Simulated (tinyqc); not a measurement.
Inside a calculation. Method: RKS/BLYP in the sto-6g basis, for HF, spin multiplicity 1. Computed by tinyqc, a small Python program that keeps every step (integrals from PySCF). Settings: charge = 0, multiplicity = 1, basis = sto-6g, energy threshold = 1e-10, iteration cap = 89, orthogonalisation = symmetric, start = core, DIIS depth = 3, damping = 0.5, method = RKS, functional = blyp, grid = [30, 14]. Command: `OMP_NUM_THREADS=1 python tinyqc.py 28122 28123 out.jsonl` (the two numbers bound the seeds that draw the settings). One thread of a shared host (Intel(R) Xeon(R) Processor @ 2.60GHz), about 0.9 s of CPU time with the checks. Later iterations appear only in the table of the cycle.

## One-electron integrals

Geometry (angstrom):

| atom | x | y | z |
|---|---|---|---|
| F | 0.0000 | 0.0000 | 0.0000 |
| H | 0.0000 | 0.0000 | 1.4820 |

Basis sto-6g: exponents (1/bohr^2) and contraction coefficients of normalised primitives:

| element | l (shell) | exponent | coefficient |
|---|---|---|---|
| F | s (1) | 1728.6266 | 0.0092 |
| F | s (1) | 316.9418 | 0.0494 |
| F | s (1) | 88.6689 | 0.1685 |
| F | s (1) | 30.4602 | 0.3706 |
| F | s (1) | 11.8286 | 0.4165 |
| F | s (1) | 4.8717 | 0.1303 |
| F | s (2) | 67.0323 | -0.0133 |
| F | s (2) | 13.2674 | -0.0470 |
| F | s (2) | 4.1235 | -0.0338 |
| F | s (2) | 1.5865 | 0.2502 |
| F | s (2) | 0.6890 | 0.5951 |
| F | s (2) | 0.3158 | 0.2407 |
| F | p (3) | 67.0323 | 0.0038 |
| F | p (3) | 13.2674 | 0.0377 |
| F | p (3) | 4.1235 | 0.1739 |
| F | p (3) | 1.5865 | 0.4180 |
| F | p (3) | 0.6890 | 0.4259 |
| F | p (3) | 0.3158 | 0.1017 |
| H | s (1) | 35.5232 | 0.0092 |
| H | s (1) | 6.5131 | 0.0494 |
| H | s (1) | 1.8221 | 0.1685 |
| H | s (1) | 0.6260 | 0.3706 |
| H | s (1) | 0.2431 | 0.4165 |
| H | s (1) | 0.1001 | 0.1303 |

Overlap, kinetic and nuclear-attraction integrals over the contracted functions; the nuclear repulsion is the sum of Za Zb / Rab.

nuclear repulsion = 3.213627 hartree

overlap S, lower triangle:
```
         1F 1s   1F 2s  1F 2px  1F 2py  1F 2pz   2H 1s
1F 1s   1.0000
1F 2s   0.2325  1.0000
1F 2px  0.0000  0.0000  1.0000
1F 2py  0.0000  0.0000  0.0000  1.0000
1F 2pz  0.0000  0.0000  0.0000  0.0000  1.0000
2H 1s   0.0137  0.1728  0.0000  0.0000  0.1577  1.0000
```

kinetic energy T (hartree), lower triangle:
```
          1F 1s    1F 2s  1F 2px  1F 2py  1F 2pz   2H 1s
1F 1s   37.3977
1F 2s   -1.1433   1.0823
1F 2px   0.0000   0.0000  3.2513
1F 2py   0.0000   0.0000  0.0000  3.2513
1F 2pz   0.0000   0.0000  0.0000  0.0000  3.2513
2H 1s   -0.0043  -0.0121  0.0000  0.0000  0.0236  0.7685
```

nuclear attraction V (hartree), lower triangle:
```
           1F 1s     1F 2s    1F 2px    1F 2py    1F 2pz    2H 1s
1F 1s   -78.1795
1F 2s    -7.9487  -11.8325
1F 2px    0.0000    0.0000  -11.8215
1F 2py    0.0000    0.0000    0.0000  -11.8215
1F 2pz   -0.0061   -0.0721    0.0000    0.0000  -11.8529
2H 1s    -0.5339   -1.3693    0.0000    0.0000   -1.0631  -4.4393
```

core Hamiltonian H = T + V (hartree), lower triangle:
```
           1F 1s     1F 2s   1F 2px   1F 2py   1F 2pz    2H 1s
1F 1s   -40.7818
1F 2s    -9.0921  -10.7502
1F 2px    0.0000    0.0000  -8.5702
1F 2py    0.0000    0.0000   0.0000  -8.5702
1F 2pz   -0.0061   -0.0721   0.0000   0.0000  -8.6015
2H 1s    -0.5381   -1.3815   0.0000   0.0000  -1.0396  -3.6708
```

## Two-electron integrals

Functions are numbered as in S; the eight-fold symmetry (ij|kl) = (ji|kl) = (kl|ij) leaves the list below.

Two-electron integrals (ij|kl) in chemists' order, unique and non-zero (hartree):
```
(11|11) 5.4062     (21|11) 0.7681     (21|21) 0.1389     (22|11) 1.2663
(22|21) 0.2840     (22|22) 0.9264     (31|31) 0.0295     (32|31) 0.0447
(32|32) 0.2048     (33|11) 1.2663     (33|21) 0.2840     (33|22) 0.9264
(33|33) 0.9981     (41|41) 0.0295     (42|41) 0.0447     (42|42) 0.2048
(43|43) 0.0538     (44|11) 1.2663     (44|21) 0.2840     (44|22) 0.9264
(44|33) 0.8905     (44|44) 0.9981     (51|51) 0.0295     (52|51) 0.0447
(52|52) 0.2048     (53|53) 0.0538     (54|54) 0.0538     (55|11) 1.2663
(55|21) 0.2840     (55|22) 0.9264     (55|33) 0.8905     (55|44) 0.8905
(55|55) 0.9981     (61|11) 0.0480     (61|21) 0.0083     (61|22) 0.0167
(61|33) 0.0167     (61|44) 0.0167     (61|51) 3.61e-04   (61|52) 0.0007
(61|55) 0.0167     (61|61) 0.0005     (62|11) 0.1407     (62|21) 0.0321
(62|22) 0.1194     (62|33) 0.1177     (62|44) 0.1177     (62|51) 0.0023
(62|52) 0.0186     (62|55) 0.1228     (62|61) 0.0019     (62|62) 0.0205
(63|31) 0.0033     (63|32) 0.0198     (63|53) 0.0038     (63|63) 0.0028
(64|41) 0.0033     (64|42) 0.0198     (64|54) 0.0038     (64|64) 0.0028
(65|11) 0.1051     (65|21) 0.0243     (65|22) 0.0963     (65|33) 0.0926
(65|44) 0.0926     (65|51) 0.0047     (65|52) 0.0331     (65|55) 0.1038
(65|61) 0.0015     (65|62) 0.0203     (65|65) 0.0225     (66|11) 0.3555
(66|21) 0.0826     (66|22) 0.3533     (66|33) 0.3445     (66|44) 0.3445
(66|51) 0.0059     (66|52) 0.0675     (66|55) 0.3708     (66|61) 0.0050
(66|62) 0.0856     (66|65) 0.0974     (66|66) 0.7750
```

## Orthogonalisation

S = U s U^T; symmetric (Loewdin) form X = U s^(-1/2) U^T, so that X^T S X = 1.

eigenvalues of S: 0.6993  0.8738  1.0000  1.0000  1.1126  1.3144

X, lower triangle:
```
          1F 1s    1F 2s  1F 2px  1F 2py   1F 2pz   2H 1s
1F 1s    1.0213
1F 2s   -0.1218   1.0334
1F 2px   0.0000   0.0000  1.0000
1F 2py   0.0000   0.0000  0.0000  1.0000
1F 2pz  -0.0013   0.0109  0.0000  0.0000   1.0097
2H 1s    0.0090  -0.0914  0.0000  0.0000  -0.0817  1.0216
```

## Starting guess

The start is the orbitals of the core Hamiltonian; D = 2 C_occ C_occ^T.

D at the start, lower triangle:
```
          1F 1s    1F 2s  1F 2px  1F 2py   1F 2pz   2H 1s
1F 1s    2.1155
1F 2s   -0.4986   2.1512
1F 2px   0.0000   0.0000  2.0000
1F 2py   0.0000   0.0000  0.0000  2.0000
1F 2pz  -0.0066   0.0360  0.0000  0.0000   2.0343
2H 1s    0.0301  -0.1237  0.0000  0.0000  -0.1376  0.0161
```

## Iteration 1: exchange-correlation on the grid

Becke grid with 30 radial and 14 angular points per atom, points of zero weight dropped. rho = sum D_ij phi_i phi_j; V_xc,ij = sum w v_xc phi_i phi_j plus the gradient terms; v_xc is d(rho eps)/d rho at fixed gradient.

The 16 grid points with the largest w rho, of 823 (bohr, atomic units):

| x | y | z | w | rho | \|grad rho\|^2 | eps_xc | v_xc |
|---|---|---|---|---|---|---|---|
| 0.5754 | -0.5754 | 0.5754 | 0.1864 | 0.5751 | 3.1678 | -0.7020 | -0.8314 |
| 0.5754 | 0.5754 | 0.5754 | 0.1864 | 0.5751 | 3.1678 | -0.7020 | -0.8314 |
| -0.5754 | 0.5754 | 0.5754 | 0.1864 | 0.5751 | 3.1678 | -0.7020 | -0.8314 |
| -0.5754 | -0.5754 | 0.5754 | 0.1864 | 0.5751 | 3.1678 | -0.7020 | -0.8314 |
| -0.5754 | -0.5754 | -0.5754 | 0.1874 | 0.5708 | 3.0831 | -0.7000 | -0.8295 |
| -0.5754 | 0.5754 | -0.5754 | 0.1874 | 0.5708 | 3.0831 | -0.7000 | -0.8295 |
| 0.5754 | 0.5754 | -0.5754 | 0.1874 | 0.5708 | 3.0831 | -0.7000 | -0.8295 |
| 0.5754 | -0.5754 | -0.5754 | 0.1874 | 0.5708 | 3.0831 | -0.7000 | -0.8295 |
| 0.4678 | -0.4678 | 0.4678 | 0.1069 | 0.9841 | 6.7020 | -0.8110 | -1.0020 |
| 0.4678 | 0.4678 | 0.4678 | 0.1069 | 0.9841 | 6.7020 | -0.8110 | -1.0020 |
| -0.4678 | 0.4678 | 0.4678 | 0.1069 | 0.9841 | 6.7020 | -0.8110 | -1.0020 |
| -0.4678 | -0.4678 | 0.4678 | 0.1069 | 0.9841 | 6.7020 | -0.8110 | -1.0020 |
| -0.4678 | -0.4678 | -0.4678 | 0.1071 | 0.9739 | 6.5063 | -0.8083 | -0.9988 |
| -0.4678 | 0.4678 | -0.4678 | 0.1071 | 0.9739 | 6.5063 | -0.8083 | -0.9988 |
| 0.4678 | 0.4678 | -0.4678 | 0.1071 | 0.9739 | 6.5063 | -0.8083 | -0.9988 |
| 0.4678 | -0.4678 | -0.4678 | 0.1071 | 0.9739 | 6.5063 | -0.8083 | -0.9988 |

electrons on the grid, sum of w rho = 9.9837

E_xc = sum of w rho eps_xc = -11.446925 hartree

V_xc (hartree), lower triangle:
```
          1F 1s    1F 2s   1F 2px   1F 2py   1F 2pz    2H 1s
1F 1s   -3.5460
1F 2s   -0.4435  -0.9392
1F 2px   0.0000   0.0000  -0.9368
1F 2py   0.0000   0.0000   0.0000  -0.9368
1F 2pz  -0.0005  -0.0020   0.0000   0.0000  -0.9439
2H 1s   -0.0287  -0.1013   0.0000   0.0000  -0.0741  -0.2028
```

## Iteration 1: building the Kohn-Sham matrix

J_ij = sum D_kl (ij|kl); F = H + J + V_xc; E = tr D H + tr D J / 2 + E_xc + E_nn.

Coulomb J (hartree), lower triangle:
```
          1F 1s   1F 2s  1F 2px  1F 2py  1F 2pz   2H 1s
1F 1s   20.9810
1F 2s    3.7982  9.9290
1F 2px   0.0000  0.0000  9.9291
1F 2py   0.0000  0.0000  0.0000  9.9291
1F 2pz   0.0011  0.0015  0.0000  0.0000  9.9289
2H 1s    0.2290  1.2352  0.0000  0.0000  0.9796  3.5314
```

Kohn-Sham matrix F (hartree), lower triangle:
```
           1F 1s    1F 2s  1F 2px  1F 2py   1F 2pz    2H 1s
1F 1s   -23.3468
1F 2s    -5.7374  -1.7603
1F 2px    0.0000   0.0000  0.4222
1F 2py    0.0000   0.0000  0.0000  0.4222
1F 2pz   -0.0055  -0.0725  0.0000  0.0000   0.3835
2H 1s    -0.3378  -0.2475  0.0000  0.0000  -0.1342  -0.3422
```

total energy of this density = -99.130802 hartree

This density is the starting one.

## Iteration 1: diagonalisation and new density

Diagonalise F' = X^T F X, C = X C', fill 5 alpha and 5 beta electrons from the bottom; D = 2 C_occ C_occ^T; the new density keeps 0.5 of the old one (damping). Each column has its largest component positive (the first on a tie).

F' = X^T F X (hartree), lower triangle:
```
          1        2       3       4        5        6
1  -22.9564
2   -2.9875  -0.7468
3    0.0000   0.0000  0.4222
4    0.0000   0.0000  0.0000  0.4222
5   -0.0044  -0.0514  0.0000  0.0000   0.4095
6   -0.0172  -0.1112  0.0000  0.0000  -0.1388  -0.3004
```

orbital energies (hartree): MO1 -23.3512, MO2 -0.4559, MO3 -0.2237, MO4 0.4222, MO5 0.4222, MO6 0.4368

coefficients C:
```
            MO1      MO2      MO3      MO4     MO5      MO6
1F 1s    0.9965  -0.1852   0.1747   0.0000  0.0000   0.0066
1F 2s    0.0145   0.7184  -0.7581   0.0000  0.0000  -0.0126
1F 2px   0.0000   0.0000   0.0000  -0.0415  0.9991   0.0000
1F 2py   0.0000   0.0000   0.0000   0.9991  0.0415   0.0000
1F 2pz   0.0005   0.1041   0.0425   0.0000  0.0000   1.0068
2H 1s   -0.0017   0.5829   0.8070   0.0000  0.0000  -0.2601
```

D after iteration 1, lower triangle:
```
          1F 1s    1F 2s  1F 2px  1F 2py  1F 2pz   2H 1s
1F 1s    2.1157
1F 2s   -0.5003   2.1666
1F 2px   0.0000   0.0000  2.0000
1F 2py   0.0000   0.0000  0.0000  2.0000
1F 2pz  -0.0146   0.0606  0.0000  0.0000  1.0298
2H 1s    0.0464  -0.2550  0.0000  0.0000  0.0262  0.9991
```

Within a degenerate level the vectors are fixed only up to a rotation; this is one choice.

## Iteration 2: exchange-correlation on the grid

As before.

The 16 grid points with the largest w rho, of 823 (bohr, atomic units):

| x | y | z | w | rho | \|grad rho\|^2 | eps_xc | v_xc |
|---|---|---|---|---|---|---|---|
| -0.5754 | -0.5754 | 0.5754 | 0.1864 | 0.5113 | 2.5162 | -0.6789 | -0.7994 |
| -0.5754 | 0.5754 | 0.5754 | 0.1864 | 0.5113 | 2.5162 | -0.6789 | -0.7994 |
| 0.5754 | -0.5754 | 0.5754 | 0.1864 | 0.5113 | 2.5162 | -0.6789 | -0.7994 |
| 0.5754 | 0.5754 | 0.5754 | 0.1864 | 0.5113 | 2.5162 | -0.6789 | -0.7994 |
| 0.0000 | 0.9966 | 0.0000 | 0.1666 | 0.5721 | 3.1058 | -0.7006 | -0.8301 |
| 0.0000 | -0.9966 | 0.0000 | 0.1666 | 0.5721 | 3.1058 | -0.7006 | -0.8301 |
| 0.9966 | 0.0000 | 0.0000 | 0.1666 | 0.5721 | 3.1058 | -0.7006 | -0.8301 |
| -0.9966 | 0.0000 | 0.0000 | 0.1666 | 0.5721 | 3.1058 | -0.7006 | -0.8301 |
| -0.4678 | -0.4678 | 0.4678 | 0.1069 | 0.8730 | 5.3767 | -0.7830 | -0.9625 |
| 0.4678 | -0.4678 | 0.4678 | 0.1069 | 0.8730 | 5.3767 | -0.7830 | -0.9625 |
| -0.4678 | 0.4678 | 0.4678 | 0.1069 | 0.8730 | 5.3767 | -0.7830 | -0.9625 |
| 0.4678 | 0.4678 | 0.4678 | 0.1069 | 0.8730 | 5.3767 | -0.7830 | -0.9625 |
| 0.5754 | 0.5754 | -0.5754 | 0.1874 | 0.4962 | 2.3733 | -0.6731 | -0.7914 |
| 0.5754 | -0.5754 | -0.5754 | 0.1874 | 0.4962 | 2.3733 | -0.6731 | -0.7914 |
| -0.5754 | 0.5754 | -0.5754 | 0.1874 | 0.4962 | 2.3733 | -0.6731 | -0.7914 |
| -0.5754 | -0.5754 | -0.5754 | 0.1874 | 0.4962 | 2.3733 | -0.6731 | -0.7914 |

electrons on the grid, sum of w rho = 9.9772

E_xc = sum of w rho eps_xc = -10.891137 hartree

V_xc (hartree), lower triangle:
```
          1F 1s    1F 2s   1F 2px   1F 2py   1F 2pz    2H 1s
1F 1s   -3.5372
1F 2s   -0.4364  -0.9033
1F 2px   0.0000   0.0000  -0.9198
1F 2py   0.0000   0.0000   0.0000  -0.9198
1F 2pz  -0.0008  -0.0070   0.0000   0.0000  -0.8704
2H 1s   -0.0283  -0.1025   0.0000   0.0000  -0.0789  -0.4340
```

## Iteration 2: building the Kohn-Sham matrix

As before.

Coulomb J (hartree), lower triangle:
```
          1F 1s   1F 2s  1F 2px  1F 2py  1F 2pz   2H 1s
1F 1s   20.0753
1F 2s    3.5980  9.3600
1F 2px   0.0000  0.0000  9.3867
1F 2py   0.0000  0.0000  0.0000  9.3867
1F 2pz   0.0095  0.0832  0.0000  0.0000  9.3066
2H 1s    0.2173  1.1999  0.0000  0.0000  0.9762  3.9388
```

Kohn-Sham matrix F (hartree), lower triangle:
```
           1F 1s    1F 2s   1F 2px   1F 2py   1F 2pz    2H 1s
1F 1s   -24.2437
1F 2s    -5.9305  -2.2934
1F 2px    0.0000   0.0000  -0.1032
1F 2py    0.0000   0.0000   0.0000  -0.1032
1F 2pz    0.0026   0.0041   0.0000   0.0000  -0.1653
2H 1s    -0.3491  -0.2841   0.0000   0.0000  -0.1423  -0.1660
```

total energy of this density = -99.523509 hartree

This density is a damped mixture and is not idempotent.

## Iteration 2: DIIS over 2 matrices

error matrix X^T (FDS - SDF) X:
```
         1        2       3       4        5        6
1   0.0000   0.0017  0.0000  0.0000   0.0011  -0.0482
2  -0.0017   0.0000  0.0000  0.0000  -0.0679   0.1081
3   0.0000   0.0000  0.0000  0.0000   0.0000   0.0000
4   0.0000   0.0000  0.0000  0.0000   0.0000   0.0000
5  -0.0011   0.0679  0.0000  0.0000   0.0000   0.0072
6   0.0482  -0.1081  0.0000  0.0000  -0.0072   0.0000
```

B (overlaps of the stored error matrices):
```
               1              2
1  2.7114730e-01  5.5964551e-02
2  5.5964551e-02  3.7351588e-02
```

Minimise |sum c_i e_i|^2 with sum c_i = 1: solve [B -1; -1 0][c; lambda] = [0; -1] with B_ij = tr e_i^T e_j, and take F = sum c_i F_i.

DIIS coefficients: -0.0947  1.0947

extrapolated F (hartree), lower triangle:
```
           1F 1s    1F 2s   1F 2px   1F 2py   1F 2pz    2H 1s
1F 1s   -24.3286
1F 2s    -5.9488  -2.3439
1F 2px    0.0000   0.0000  -0.1529
1F 2py    0.0000   0.0000   0.0000  -0.1529
1F 2pz    0.0034   0.0113   0.0000   0.0000  -0.2173
2H 1s    -0.3501  -0.2876   0.0000   0.0000  -0.1431  -0.1493
```

## Iteration 2: diagonalisation and new density

As before.

F' = X^T F X (hartree), lower triangle:
```
          1        2        3        4        5        6
1  -23.9367
2   -3.0181  -1.3207
3    0.0000   0.0000  -0.1529
4    0.0000   0.0000   0.0000  -0.1529
5   -0.0048   0.0278   0.0000   0.0000  -0.1984
6   -0.0188  -0.1251   0.0000   0.0000  -0.1225  -0.0977
```

orbital energies (hartree): MO1 -24.3326, MO2 -0.9425, MO3 -0.2777, MO4 -0.1529, MO5 -0.1529, MO6 -0.0007

coefficients C:
```
            MO1      MO2      MO3      MO4     MO5      MO6
1F 1s    0.9968  -0.2500   0.0189   0.0000  0.0000   0.0391
1F 2s    0.0135   1.0170  -0.1051   0.0000  0.0000  -0.2136
1F 2px   0.0000   0.0000   0.0000   0.9856  0.1691   0.0000
1F 2py   0.0000   0.0000   0.0000  -0.1691  0.9856   0.0000
1F 2pz   0.0001  -0.0152   0.8085   0.0000  0.0000  -0.6102
2H 1s   -0.0015   0.0537   0.4802   0.0000  0.0000   0.9084
```

D after iteration 2, lower triangle:
```
          1F 1s    1F 2s  1F 2px  1F 2py  1F 2pz   2H 1s
1F 1s    2.1143
1F 2s   -0.4929   2.1289
1F 2px   0.0000   0.0000  2.0000
1F 2py   0.0000   0.0000  0.0000  2.0000
1F 2pz   0.0118  -0.0701  0.0000  0.0000  1.1689
2H 1s    0.0174  -0.1233  0.0000  0.0000  0.4005  0.7330
```

Within a degenerate level the vectors are fixed only up to a rotation; this is one choice.

## Iteration 35 (converged): orbitals

converged F (hartree), lower triangle:
```
           1F 1s    1F 2s   1F 2px   1F 2py   1F 2pz    2H 1s
1F 1s   -24.2645
1F 2s    -5.9335  -2.2874
1F 2px    0.0000   0.0000  -0.0984
1F 2py    0.0000   0.0000   0.0000  -0.0984
1F 2pz   -0.0069  -0.0325   0.0000   0.0000  -0.1569
2H 1s    -0.3494  -0.2863   0.0000   0.0000  -0.1475  -0.1891
```

Diagonalise F' = X^T F X, C = X C', fill 5 alpha and 5 beta electrons from the bottom; D = 2 C_occ C_occ^T. Each column has its largest component positive (the first on a tie).

F' = X^T F X (hartree), lower triangle:
```
          1        2        3        4        5        6
1  -23.8727
2   -3.0168  -1.2647
3    0.0000   0.0000  -0.0984
4    0.0000   0.0000   0.0000  -0.0984
5   -0.0101  -0.0154   0.0000   0.0000  -0.1373
6   -0.0183  -0.1218   0.0000   0.0000  -0.1248  -0.1385
```

orbital energies (hartree): MO1 -24.2684, MO2 -0.8893, MO3 -0.2489, MO4 -0.0984, MO5 -0.0984, MO6 -0.0066

coefficients C:
```
            MO1      MO2      MO3     MO4      MO5      MO6
1F 1s    0.9968  -0.2488   0.0403  0.0000   0.0000   0.0292
1F 2s    0.0135   1.0111  -0.2031  0.0000   0.0000  -0.1658
1F 2px   0.0000   0.0000   0.0000  0.1228   0.9924   0.0000
1F 2py   0.0000   0.0000   0.0000  0.9924  -0.1228   0.0000
1F 2pz   0.0005   0.0433   0.6800  0.0000   0.0000  -0.7497
2H 1s   -0.0015   0.0722   0.6371  0.0000   0.0000   0.8047
```

D after iteration 35, lower triangle:
```
          1F 1s    1F 2s  1F 2px  1F 2py  1F 2pz   2H 1s
1F 1s    2.1142
1F 2s   -0.4925   2.1274
1F 2px   0.0000   0.0000  2.0000
1F 2py   0.0000   0.0000  0.0000  2.0000
1F 2pz   0.0344  -0.1887  0.0000  0.0000  0.9285
2H 1s    0.0124  -0.1128  0.0000  0.0000  0.8727  0.8223
```

Within a degenerate level the vectors are fixed only up to a rotation; this is one choice.

## Convergence

Stop when the energy changes by less than 1e-10 hartree and every element of the error matrix X^T (F D S - S D F) X is below 3e-06.

Course of the cycle:

| iteration | E (hartree) | change | largest element of the error matrix |
|---|---|---|---|
| 1 | -99.130802 | - | 2.93e-01 |
| 2 | -99.523509 | -3.93e-01 | 1.08e-01 |
| 3 | -99.613829 | -9.03e-02 | 1.23e-01 |
| 4 | -99.599046 | 1.48e-02 | 3.00e-01 |
| 5 | -99.692616 | -9.36e-02 | 8.43e-02 |
| 6 | -99.713945 | -2.13e-02 | 8.70e-02 |
| 7 | -99.724592 | -1.06e-02 | 8.82e-02 |
| 8 | -99.728771 | -4.18e-03 | 6.79e-02 |
| 9 | -99.734190 | -5.42e-03 | 3.91e-02 |
| 10 | -99.736722 | -2.53e-03 | 2.13e-02 |
| 11 | -99.737917 | -1.19e-03 | 1.06e-02 |
| 12 | -99.738482 | -5.65e-04 | 5.42e-03 |
| 13 | -99.738758 | -2.76e-04 | 2.78e-03 |
| 14 | -99.738894 | -1.36e-04 | 1.38e-03 |
| ... | ... | ... | ... |
| 22 | -99.739028 | -5.24e-07 | 5.41e-06 |
| 23 | -99.739028 | -2.62e-07 | 2.71e-06 |
| 24 | -99.739029 | -1.31e-07 | 1.35e-06 |
| 25 | -99.739029 | -6.55e-08 | 6.77e-07 |
| 26 | -99.739029 | -3.27e-08 | 3.38e-07 |
| 27 | -99.739029 | -1.64e-08 | 1.69e-07 |
| 28 | -99.739029 | -8.18e-09 | 8.46e-08 |
| 29 | -99.739029 | -4.09e-09 | 4.23e-08 |
| 30 | -99.739029 | -2.05e-09 | 2.11e-08 |
| 31 | -99.739029 | -1.02e-09 | 1.06e-08 |
| 32 | -99.739029 | -5.12e-10 | 5.29e-09 |
| 33 | -99.739029 | -2.56e-10 | 2.64e-09 |
| 34 | -99.739029 | -1.28e-10 | 1.32e-09 |
| 35 | -99.739029 | -6.39e-11 | 6.61e-10 |

PySCF RKS in the same basis, fine grid = -99.749503 hartree

Converged in 35 iterations. The coarse grid moves the energy by +1.05e-02 hartree.

## Populations, bond orders and dipole

Mulliken: Z minus the diagonal of D S on the atom; Loewdin: the same with S^(1/2) D S^(1/2); Mayer order: 2 sum_s sum (D(s) S)_ij (D(s) S)_ji over the two atoms.

Charges (e):

| atom | Mulliken | Loewdin |
|---|---|---|
| 1F | -0.0594 | -0.0517 |
| 2H | 0.0594 | 0.0517 |

Mayer bond orders:

| pair | order |
|---|---|
| 2-1 | 0.9965 |

dipole moment about the origin, x y z (debye): 0.0000  0.0000  0.7314
